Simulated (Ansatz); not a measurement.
Reaction (formal hydrolysis of a C–C bond): `C=CCCC` + H₂O → `C=CCO` + `CC`

Computed with Ansatz on PBE0-D4/def2-TZVP structures; ΔE is electronic, products minus reactants. CBS: MP2 limit from def2 TZ/QZ plus the TZ coupled-cluster correction, frozen cores. This one scheme is used for every species. DFT in def2-TZVPP. B3LYP here is the variant with VWN-RPA as its local correlation; programs differ in this. Each species was taken in one conformer, which may not be the lowest.

CCSD(T)/CBS gives +52.0 kJ/mol.

(1) Another level gave +39.2 kJ/mol. Which?
A. B3LYP/def2-TZVPP
B. MP2/def2-TZVPP
C. revPBE-D4/def2-TZVPP
D. B3LYP-D4/def2-TZVPP

Largest T1 diagnostic among the species: 0.011.

## Answers

(1) D. B3LYP-D4 39.2, B3LYP 32.2, revPBE-D4 43.7, MP2/def2-TZVPP 54.8 kJ/mol.

At CCSD(T), def2-SVP lies −13.7 kJ/mol from the extrapolated value and def2-TZVPP −4.3 kJ/mol. From BLYP to BHLYP (50 % exact exchange), in def2-TZVPP and without D4, ΔE moves by +7.6 kJ/mol. The D4 term adds +7.0 kJ/mol with B3LYP and +4.1 kJ/mol with PBE0; it sums over pairs of atoms, weighted by their polarisabilities, and B3LYP, whose exchange is more repulsive, gets the larger term.

CCSD(T)/CBS has its own doubt, a few kJ/mol and more with outer-core shells, so smaller differences from it don't rank the levels.
